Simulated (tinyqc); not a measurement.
RHF in the sto-3g basis, for H3O+, spin multiplicity 1, step by step (part 2 of 2). Computed by tinyqc, a small Python program that keeps every step (integrals from PySCF). Command: `OMP_NUM_THREADS=1 python tinyqc.py 20602 20603 out.jsonl` (the two numbers bound the seeds that draw the settings). One thread of a shared host (Intel(R) Xeon(R) Processor @ 2.60GHz), about 0.1 s of CPU time with the checks.

Geometry (angstrom):
```
atom,x,y,z
O,0.000000,0.000000,0.129000
H,1.030000,0.000000,0.000000
H,-0.515000,0.892000,0.000000
H,-0.515000,-0.892000,0.000000
```

## Iteration 1: diagonalisation and new density

Fock matrix F (hartree):
```
,1O 1s,1O 2s,1O 2px,1O 2py,1O 2pz,2H 1s,3H 1s,4H 1s
1O 1s,-25.860489,-6.092846,-0.001359,0.000000,0.008880,-1.160417,-1.158600,-1.158600
1O 2s,-6.092846,-4.237987,-0.009781,0.000000,-0.037275,-1.350378,-1.348331,-1.348331
1O 2px,-0.001359,-0.009781,-2.956893,0.000000,0.000226,-0.867450,0.432117,0.432117
1O 2py,0.000000,0.000000,0.000000,-2.308378,0.000000,0.000000,-0.637465,0.637465
1O 2pz,0.008880,-0.037275,0.000226,0.000000,-2.894834,0.093795,0.094407,0.094407
2H 1s,-1.160417,-1.350378,-0.867450,0.000000,0.093795,-1.231978,-0.397060,-0.397060
3H 1s,-1.158600,-1.348331,0.432117,-0.637465,0.094407,-0.397060,-1.238713,-0.416421
4H 1s,-1.158600,-1.348331,0.432117,0.637465,0.094407,-0.397060,-0.416421,-1.238713
```

X:
```
,1,2,3,4,5,6,7,8
1O 1s,-0.363358,0.000000,-0.000009,0.770620,0.569297,0.000000,0.000002,0.150678
1O 2s,1.259126,0.000000,0.000024,-0.022274,0.102629,0.000000,0.000003,0.442372
1O 2px,-0.000023,0.000000,0.934710,0.000000,0.000000,0.000000,0.658986,-0.000002
1O 2py,0.000000,0.934710,0.000000,0.000000,0.000000,0.658988,0.000000,0.000000
1O 2pz,-0.119760,0.000000,-0.000002,-0.613928,0.784040,0.000000,0.000000,-0.043358
2H 1s,-0.546368,0.000000,-0.921906,-0.143081,-0.104647,0.000000,0.445432,0.309571
3H 1s,-0.546401,-0.798388,0.460937,-0.143079,-0.104646,0.385754,-0.222714,0.309575
4H 1s,-0.546401,0.798388,0.460937,-0.143079,-0.104646,-0.385754,-0.222714,0.309575
```

D at the start:
```
,1O 1s,1O 2s,1O 2px,1O 2py,1O 2pz,2H 1s,3H 1s,4H 1s
1O 1s,0.009094,-0.084316,-0.000003,0.000000,-0.044905,0.079193,0.079193,0.079193
1O 2s,-0.084316,0.822248,0.000010,0.000000,0.149231,-0.805934,-0.805943,-0.805943
1O 2px,-0.000003,0.000010,2.615891,0.000000,-0.000001,-1.136341,0.568175,0.568175
1O 2py,0.000000,0.000000,0.000000,0.250371,0.000000,0.000000,-0.615913,0.615913
1O 2pz,-0.044905,0.149231,-0.000001,0.000000,1.982914,0.081711,0.081712,0.081712
2H 1s,0.079193,-0.805934,-1.136341,0.000000,0.081711,2.913125,-0.231771,-0.231771
3H 1s,0.079193,-0.805943,0.568175,-0.615913,0.081712,-0.231771,2.855832,-0.174465
4H 1s,0.079193,-0.805943,0.568175,0.615913,0.081712,-0.231771,-0.174465,2.855832
```

overlap S:
```
,1O 1s,1O 2s,1O 2px,1O 2py,1O 2pz,2H 1s,3H 1s,4H 1s
1O 1s,1.000000,0.236704,0.000000,0.000000,0.000000,0.044521,0.044521,0.044521
1O 2s,0.236704,1.000000,0.000000,0.000000,0.000000,0.423315,0.423318,0.423318
1O 2px,0.000000,0.000000,1.000000,0.000000,0.000000,0.361328,-0.180666,-0.180666
1O 2py,0.000000,0.000000,0.000000,1.000000,0.000000,0.000000,0.312920,-0.312920
1O 2pz,0.000000,0.000000,0.000000,0.000000,1.000000,-0.045254,-0.045254,-0.045254
2H 1s,0.044521,0.423315,0.361328,0.000000,-0.045254,1.000000,0.168213,0.168213
3H 1s,0.044521,0.423318,-0.180666,0.312920,-0.045254,0.168213,1.000000,0.168215
4H 1s,0.044521,0.423318,-0.180666,-0.312920,-0.045254,0.168213,0.168215,1.000000
```

Diagonalise F' = X^T F X, C = X C', fill 5 alpha and 5 beta electrons from the bottom; D = 2 C_occ C_occ^T; the new density keeps 0.7 of the old one (damping). Each column has its largest component positive (the first on a tie).

F' = X^T F X (hartree):
```
,1,2,3,4,5,6,7,8
1,-2.193183,0.000000,0.005398,2.799566,2.135560,0.000000,-0.013793,-0.020970
2,0.000000,-1.162225,0.000000,0.000000,0.000000,-0.704296,0.000000,0.000000
3,0.005398,0.000000,-1.419173,0.003963,0.002996,0.000000,-1.053261,-0.011540
4,2.799566,0.000000,0.003963,-15.585593,-9.833180,0.000000,-0.002480,-5.336760
5,2.135560,0.000000,0.002996,-9.833180,-10.527768,0.000000,-0.002853,-4.183724
6,0.000000,-0.704296,0.000000,0.000000,0.000000,-1.895364,0.000000,0.000000
7,-0.013793,0.000000,-1.053261,-0.002480,-0.002853,0.000000,-2.298072,-0.000586
8,-0.020970,0.000000,-0.011540,-5.336760,-4.183724,0.000000,-0.000586,-4.260852
```

orbital energies (hartree): MO1 -25.860592, MO2 -3.023805, MO3 -2.995703, MO4 -2.885886, MO5 -2.322775, MO6 -0.804392, MO7 -0.734813, MO8 -0.714262

coefficients C:
```
,MO1,MO2,MO3,MO4,MO5,MO6,MO7,MO8
1O 1s,1.000496,-0.226767,0.093675,0.071692,0.000000,0.078359,0.000000,0.014730
1O 2s,-0.002683,1.006916,-0.415571,-0.324271,0.000000,-0.695110,0.000000,-0.131162
1O 2px,0.000034,0.415865,0.981816,0.030376,0.000000,0.077703,0.000000,-0.405066
1O 2py,0.000000,0.000000,0.000000,0.000000,1.048295,0.000000,-0.457192,0.000000
1O 2pz,-0.000247,0.230107,-0.127523,0.966541,0.000000,0.065470,0.000000,0.012186
2H 1s,0.001070,-0.130932,-0.099033,0.033574,0.000000,0.446793,0.000000,1.116420
3H 1s,0.001003,-0.048779,0.094966,0.039329,-0.084428,0.729206,0.882667,-0.378404
4H 1s,0.001003,-0.048779,0.094966,0.039329,0.084428,0.729206,-0.882667,-0.378404
```

D after iteration 1:
```
,1O 1s,1O 2s,1O 2px,1O 2py,1O 2pz,2H 1s,3H 1s,4H 1s
1O 1s,0.646164,-0.234938,-0.000075,0.000000,-0.028482,0.069770,0.069703,0.069703
1O 2s,-0.234938,1.350617,0.000533,0.000000,0.087225,-0.625097,-0.624962,-0.624962
1O 2px,-0.000075,0.000533,2.513821,0.000000,-0.000091,-0.885836,0.442211,0.442211
1O 2py,0.000000,0.000000,0.000000,0.834613,0.000000,0.000000,-0.484243,0.484243
1O 2pz,-0.028482,0.087225,-0.000091,0.000000,1.990088,0.066168,0.066005,0.066005
2H 1s,0.069770,-0.625097,-0.885836,0.000000,0.066168,2.056035,-0.163258,-0.163258
3H 1s,0.069703,-0.624962,0.442211,-0.484243,0.066005,-0.163258,2.011127,-0.118635
4H 1s,0.069703,-0.624962,0.442211,0.484243,0.066005,-0.163258,-0.118635,2.011127
```

## Iteration 2: building the Fock matrix

core Hamiltonian H = T + V (hartree):
```
,1O 1s,1O 2s,1O 2px,1O 2py,1O 2pz,2H 1s,3H 1s,4H 1s
1O 1s,-33.144605,-7.713094,0.000000,0.000000,0.004921,-1.461840,-1.461859,-1.461859
1O 2s,-7.713094,-9.761113,0.000002,0.000000,0.059342,-3.409776,-3.409807,-3.409807
1O 2px,0.000000,0.000002,-8.016189,0.000000,0.000000,-2.431317,1.215674,1.215674
1O 2py,0.000000,0.000000,0.000000,-8.016189,0.000000,0.000000,-2.105593,2.105593
1O 2pz,0.004921,0.059342,0.000000,0.000000,-7.867963,0.319944,0.319948,0.319948
2H 1s,-1.461840,-3.409776,-2.431317,0.000000,0.319944,-5.029499,-1.113581,-1.113581
3H 1s,-1.461859,-3.409807,1.215674,-2.105593,0.319948,-1.113581,-5.029519,-1.113597
4H 1s,-1.461859,-3.409807,1.215674,2.105593,0.319948,-1.113581,-1.113597,-5.029519
```

nuclear repulsion = 13.12467106 hartree

Given earlier and not repeated: Two-electron integrals (ij|kl) in chemists' order.

J_ij = sum D_kl (ij|kl), K_ij = sum D_kl (ik|jl); F = H + J - 0.5 K; E = tr D H + tr D J / 2 - 0.25 tr D K + E_nn.

Coulomb J (hartree):
```
,1O 1s,1O 2s,1O 2px,1O 2py,1O 2pz,2H 1s,3H 1s,4H 1s
1O 1s,10.766915,2.265658,-0.001530,0.000000,0.005332,0.427226,0.427048,0.427048
1O 2s,2.265658,6.827885,-0.012756,0.000000,0.002301,2.506138,2.498631,2.498631
1O 2px,-0.001530,-0.012756,6.907483,0.000000,0.000413,2.023013,-1.015165,-1.015165
1O 2py,0.000000,0.000000,0.000000,6.769735,0.000000,0.000000,1.728282,-1.728282
1O 2pz,0.005332,0.002301,0.000413,0.000000,6.796199,-0.253389,-0.252984,-0.252984
2H 1s,0.427226,2.506138,2.023013,0.000000,-0.253389,4.655472,0.850758,0.850758
3H 1s,0.427048,2.498631,-1.015165,1.728282,-0.252984,0.850758,4.625452,0.853733
4H 1s,0.427048,2.498631,-1.015165,-1.728282,-0.252984,0.850758,0.853733,4.625452
```

exchange K (hartree):
```
,1O 1s,1O 2s,1O 2px,1O 2py,1O 2pz,2H 1s,3H 1s,4H 1s
1O 1s,3.041799,0.631905,-0.001000,0.000000,0.005576,0.129273,0.126427,0.126427
1O 2s,0.631905,1.465411,-0.010634,0.000000,0.138766,0.582325,0.564814,0.564814
1O 2px,-0.001000,-0.010634,2.127291,0.000000,0.000487,0.625940,-0.317559,-0.317559
1O 2py,0.000000,0.000000,0.000000,0.943844,0.000000,0.000000,0.341049,-0.341049
1O 2pz,0.005576,0.138766,0.000487,0.000000,2.020380,-0.036372,-0.036410,-0.036410
2H 1s,0.129273,0.582325,0.625940,0.000000,-0.036372,1.255964,0.184007,0.184007
3H 1s,0.126427,0.564814,-0.317559,0.341049,-0.036410,0.184007,1.206579,0.214591
4H 1s,0.126427,0.564814,-0.317559,-0.341049,-0.036410,0.184007,0.214591,1.206579
```

Fock matrix F (hartree):
```
,1O 1s,1O 2s,1O 2px,1O 2py,1O 2pz,2H 1s,3H 1s,4H 1s
1O 1s,-23.898590,-5.763388,-0.001030,0.000000,0.007465,-1.099251,-1.098024,-1.098024
1O 2s,-5.763388,-3.665933,-0.007437,0.000000,-0.007740,-1.194801,-1.193584,-1.193584
1O 2px,-0.001030,-0.007437,-2.172352,0.000000,0.000169,-0.721274,0.359288,0.359288
1O 2py,0.000000,0.000000,0.000000,-1.718376,0.000000,0.000000,-0.547835,0.547835
1O 2pz,0.007465,-0.007740,0.000169,0.000000,-2.081954,0.084741,0.085168,0.085168
2H 1s,-1.099251,-1.194801,-0.721274,0.000000,0.084741,-1.002009,-0.354827,-0.354827
3H 1s,-1.098024,-1.193584,0.359288,-0.547835,0.085168,-0.354827,-1.007357,-0.367160
4H 1s,-1.098024,-1.193584,0.359288,0.547835,0.085168,-0.354827,-0.367160,-1.007357
```

total energy of this density = -40.72501688 hartree

This density is a damped mixture and is not idempotent.

## Iteration 2: diagonalisation and new density

As before.

F' = X^T F X (hartree):
```
,1,2,3,4,5,6,7,8
1,-1.610541,0.000000,0.002801,2.513281,1.909698,0.000000,-0.009709,0.072161
2,0.000000,-0.682155,0.000000,0.000000,0.000000,-0.482719,0.000000,0.000000
3,0.002801,0.000000,-0.868259,0.002698,0.001964,0.000000,-0.729246,-0.008384
4,2.513281,0.000000,0.002698,-14.145429,-9.365516,0.000000,-0.001690,-5.020105
5,1.909698,0.000000,0.001964,-9.365516,-9.360893,0.000000,-0.001989,-3.934455
6,0.000000,-0.482719,0.000000,0.000000,0.000000,-1.493815,0.000000,0.000000
7,-0.009709,0.000000,-0.729246,-0.001690,-0.001989,0.000000,-1.772098,-0.000722
8,0.072161,0.000000,-0.008384,-5.020105,-3.934455,0.000000,-0.000722,-3.822885
```

orbital energies (hartree): MO1 -23.899178, MO2 -2.420930, MO3 -2.177857, MO4 -2.081788, MO5 -1.718632, MO6 -0.539552, MO7 -0.460798, MO8 -0.457339

coefficients C:
```
,MO1,MO2,MO3,MO4,MO5,MO6,MO7,MO8
1O 1s,0.998618,-0.256091,0.007956,0.007932,0.000000,-0.097818,0.013135,0.000000
1O 2s,0.006177,1.086020,-0.033193,-0.034812,0.000000,0.774127,-0.105150,0.000000
1O 2px,0.000033,0.033631,1.029874,0.004486,0.000000,-0.069553,-0.491239,0.000000
1O 2py,0.000000,0.000000,0.000000,0.000000,0.992001,0.000000,0.000000,-0.569105
1O 2pz,-0.000436,0.020447,-0.005329,1.000409,0.000000,-0.080423,0.010749,0.000000
2H 1s,-0.000671,-0.048835,-0.059063,0.005979,0.000000,-0.505740,1.101097,0.000000
3H 1s,-0.000716,-0.044460,0.029711,0.005910,0.012619,-0.714405,-0.417861,0.886606
4H 1s,-0.000716,-0.044460,0.029711,0.005910,-0.012619,-0.714405,-0.417861,-0.886606
```

D after iteration 2:
```
,1O 1s,1O 2s,1O 2px,1O 2py,1O 2pz,2H 1s,3H 1s,4H 1s
1O 1s,1.090082,-0.327952,-0.000263,0.000000,-0.018605,0.055687,0.055365,0.055365
1O 2s,-0.327952,1.654506,0.001683,0.000000,0.053590,-0.468340,-0.467162,-0.467162
1O 2px,-0.000263,0.001683,2.396750,0.000000,-0.000251,-0.657551,0.327026,0.327026
1O 2py,0.000000,0.000000,0.000000,1.174669,0.000000,0.000000,-0.331459,0.331459
1O 2pz,-0.018605,0.053590,-0.000251,0.000000,1.993820,0.049496,0.049111,0.049111
2H 1s,0.055687,-0.468340,-0.657551,0.000000,0.049496,1.442770,-0.114009,-0.114009
3H 1s,0.055365,-0.467162,0.327026,-0.331459,0.049111,-0.114009,1.409621,-0.081403
4H 1s,0.055365,-0.467162,0.327026,0.331459,0.049111,-0.114009,-0.081403,1.409621
```

## Iteration 68 (converged): orbitals

converged F (hartree):
```
,1O 1s,1O 2s,1O 2px,1O 2py,1O 2pz,2H 1s,3H 1s,4H 1s
1O 1s,-20.803241,-5.296336,0.000000,0.000000,0.008626,-1.011262,-1.011275,-1.011275
1O 2s,-5.296336,-2.927270,0.000002,0.000000,0.039243,-1.080102,-1.080111,-1.080111
1O 2px,0.000000,0.000002,-0.845156,0.000000,0.000000,-0.614340,0.307173,0.307173
1O 2py,0.000000,0.000000,0.000000,-0.845157,0.000000,0.000000,-0.532036,0.532036
1O 2pz,0.008626,0.039243,0.000000,0.000000,-0.866317,0.094174,0.094175,0.094175
2H 1s,-1.011262,-1.080102,-0.614340,0.000000,0.094174,-0.788176,-0.316751,-0.316751
3H 1s,-1.011275,-1.080111,0.307173,-0.532036,0.094175,-0.316751,-0.788183,-0.316755
4H 1s,-1.011275,-1.080111,0.307173,0.532036,0.094175,-0.316751,-0.316755,-0.788183
```

Diagonalise F' = X^T F X, C = X C', fill 5 alpha and 5 beta electrons from the bottom; D = 2 C_occ C_occ^T. Each column has its largest component positive (the first on a tie).

F' = X^T F X (hartree):
```
,1,2,3,4,5,6,7,8
1,-0.547183,0.000000,-0.000024,2.062688,1.518254,0.000000,0.000004,0.175073
2,0.000000,0.248754,0.000000,0.000000,0.000000,-0.054036,0.000000,0.000000
3,-0.000024,0.000000,0.248751,0.000063,0.000047,0.000000,-0.054037,0.000012
4,2.062688,0.000000,0.000063,-11.896669,-8.601215,0.000000,-0.000035,-4.503197
5,1.518254,0.000000,0.000047,-8.601215,-7.572550,0.000000,-0.000027,-3.521223
6,0.000000,-0.054036,0.000000,0.000000,0.000000,-1.048313,0.000000,0.000000
7,0.000004,0.000000,-0.054037,-0.000035,-0.000027,0.000000,-1.048312,-0.000014
8,0.175073,0.000000,0.000012,-4.503197,-3.521223,0.000000,-0.000014,-3.341334
```

orbital energies (hartree): MO1 -20.811959, MO2 -1.715458, MO3 -1.050560, MO4 -1.050560, MO5 -0.868640, MO6 0.038321, MO7 0.250998, MO8 0.251001

coefficients C:
```
,MO1,MO2,MO3,MO4,MO5,MO6,MO7,MO8
1O 1s,0.994105,-0.240972,0.000000,-0.000001,-0.025741,-0.160351,-0.000003,0.000000
1O 2s,0.026571,0.882641,0.000000,0.000004,0.127070,0.998104,0.000018,0.000000
1O 2px,0.000000,-0.000002,0.000000,0.697258,-0.000001,0.000010,-0.906519,0.000000
1O 2py,0.000000,0.000000,0.697257,0.000000,0.000000,0.000000,0.000000,0.906520
1O 2pz,-0.001072,-0.044238,0.000000,0.000001,0.989636,-0.162821,-0.000003,0.000000
2H 1s,-0.004627,0.100858,0.000000,0.406738,-0.042915,-0.643258,0.939598,0.000000
3H 1s,-0.004627,0.100859,0.352246,-0.203369,-0.042914,-0.643240,-0.469814,-0.813727
4H 1s,-0.004627,0.100859,-0.352246,-0.203369,-0.042914,-0.643240,-0.469814,0.813727
```

D after iteration 68:
```
,1O 1s,1O 2s,1O 2px,1O 2py,1O 2pz,2H 1s,3H 1s,4H 1s
1O 1s,2.093949,-0.379096,0.000000,0.000000,-0.031759,-0.055598,-0.055598,-0.055598
1O 2s,-0.379096,1.591816,0.000002,0.000000,0.173356,0.166894,0.166891,0.166891
1O 2px,0.000000,0.000002,0.972336,0.000000,0.000000,0.567203,-0.283602,-0.283602
1O 2py,0.000000,0.000000,0.000000,0.972336,0.000000,0.000000,0.491213,-0.491213
1O 2pz,-0.031759,0.173356,0.000000,0.000000,1.962675,-0.093853,-0.093852,-0.093852
2H 1s,-0.055598,0.166894,0.567203,0.000000,-0.093853,0.354943,-0.141365,-0.141365
3H 1s,-0.055598,0.166891,-0.283602,0.491213,-0.093852,-0.141365,0.354944,-0.141366
4H 1s,-0.055598,0.166891,-0.283602,-0.491213,-0.093852,-0.141365,-0.141366,0.354944
```

Within a degenerate level the vectors are fixed only up to a rotation; this is one choice.

## Convergence

Stop when the energy changes by less than 1e-09 hartree and every element of the error matrix X^T (F D S - S D F) X is below 9e-06.

Course of the cycle:
```
iteration,E (hartree),change,largest element of the error matrix
1,-24.11713390,-,3.05e-01
2,-40.72501688,-1.66e+01,2.72e-01
3,-51.52993007,-1.08e+01,1.81e-01
4,-58.76051548,-7.23e+00,2.66e-01
5,-63.71392957,-4.95e+00,3.17e-01
6,-67.16139072,-3.45e+00,3.31e-01
7,-69.58071914,-2.42e+00,3.15e-01
8,-71.28400468,-1.70e+00,2.81e-01
9,-72.48384407,-1.20e+00,2.40e-01
10,-73.32855220,-8.45e-01,1.98e-01
11,-73.92268019,-5.94e-01,1.59e-01
12,-74.34016096,-4.17e-01,1.26e-01
13,-74.63326896,-2.93e-01,9.85e-02
14,-74.83891509,-2.06e-01,7.64e-02
...,...,...,...
55,-75.32057991,-9.25e-08,3.06e-06
56,-75.32057997,-6.47e-08,2.44e-06
57,-75.32058002,-4.53e-08,1.95e-06
58,-75.32058005,-3.17e-08,1.56e-06
59,-75.32058007,-2.22e-08,1.25e-06
60,-75.32058008,-1.55e-08,9.98e-07
61,-75.32058009,-1.09e-08,7.99e-07
62,-75.32058010,-7.62e-09,6.40e-07
63,-75.32058011,-5.33e-09,5.12e-07
64,-75.32058011,-3.73e-09,4.11e-07
65,-75.32058011,-2.61e-09,3.29e-07
66,-75.32058012,-1.83e-09,2.64e-07
67,-75.32058012,-1.28e-09,2.16e-07
68,-75.32058012,-8.96e-10,1.81e-07
```

PySCF RHF in the same basis = -75.32058012 hartree

Converged in 68 iterations.

## Populations, bond orders and dipole

Mulliken: Z minus the diagonal of D S on the atom; Loewdin: the same with S^(1/2) D S^(1/2); Mayer order: 2 sum_s sum (D(s) S)_ij (D(s) S)_ji over the two atoms.

Charges (e):
```
atom,Mulliken,Loewdin
1O,-0.245746,-0.005703
2H,0.415249,0.335236
3H,0.415248,0.335234
4H,0.415248,0.335234
```

Mayer bond orders:
```
pair,order
2-1,0.790852
3-1,0.790853
3-2,0.018358
4-1,0.790853
4-2,0.018358
4-3,0.018358
```

dipole moment about the origin, x y z (debye): 0.000006  0.000000  -0.388006
